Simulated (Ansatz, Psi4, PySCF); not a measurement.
Gas-phase reaction in SMILES: C (CH4) → C (CH4) as doublet, charge +1 + e-

Wanted: adiabatic ionisation energy (0 K, with zero-point energies), in eV. Set-up: non-relativistic; 6-311+G** with 5d; open shells spin-unrestricted; LANL2DZ all-electron up to Ne; dispersion terms only where a functional's name holds one; 6-31G* and kin with 6d, 5d where marked; spin-orbit terms left out. First-principles rows: single points at B3LYP-D3(BJ) geometries (Ansatz, a program for electronic structure), with unscaled harmonic terms from B3LYP/6-31G* at its own minima. The spin state of an ion or metal species was assumed, not searched.

```json
[
 {"level": "HF/6-311+G**", "program": "Ansatz", "adiabatic ionisation energy (0 K, with zero-point energies) (eV)": "11.75"},
 {"level": "BLYP/6-31G*", "program": "Ansatz", "adiabatic ionisation energy (0 K, with zero-point energies) (eV)": "12.16"},
 {"level": "BP86/def2-SVP", "program": "PySCF", "adiabatic ionisation energy (0 K, with zero-point energies) (eV)": "12.26"},
 {"level": "B3LYP/LANL2DZ", "program": "Ansatz", "adiabatic ionisation energy (0 K, with zero-point energies) (eV)": "12.48"},
 {"level": "B3LYP/6-31G*", "program": "Ansatz", "adiabatic ionisation energy (0 K, with zero-point energies) (eV)": "12.47"},
 {"level": "B3LYP/def2-SVP", "program": "Ansatz", "adiabatic ionisation energy (0 K, with zero-point energies) (eV)": "12.39"},
 {"level": "B3LYP/6-311+G**", "program": "Ansatz", "adiabatic ionisation energy (0 K, with zero-point energies) (eV)": "12.48"},
 {"level": "wB97X-D/6-31G*", "program": "Psi4", "adiabatic ionisation energy (0 K, with zero-point energies) (eV)": "12.48"},
 {"level": "wB97X-D/6-311+G**", "program": "Psi4", "adiabatic ionisation energy (0 K, with zero-point energies) (eV)": "12.45"},
 {"level": "B3PW91/6-31G* (5d)", "program": "PySCF", "adiabatic ionisation energy (0 K, with zero-point energies) (eV)": "12.46"},
 {"level": "r2SCAN-D4/def2-TZVPD", "program": "Ansatz + dftd4", "adiabatic ionisation energy (0 K, with zero-point energies) (eV)": "12.25"},
 {"level": "M06-2X/def2-TZVPD", "program": "PySCF", "adiabatic ionisation energy (0 K, with zero-point energies) (eV)": "12.55"}
]
```

No value to compare with is used here. The 10 habitual levels span 11.75 (HF/6-311+G**) to 12.48 eV (wB97X-D/6-31G*); r2SCAN-D4/def2-TZVPD gives 12.25.

The levels are drawn from those run, B3LYP/6-31G* more often than the rest, none by its result; runs whose electronic state is in doubt are left out.
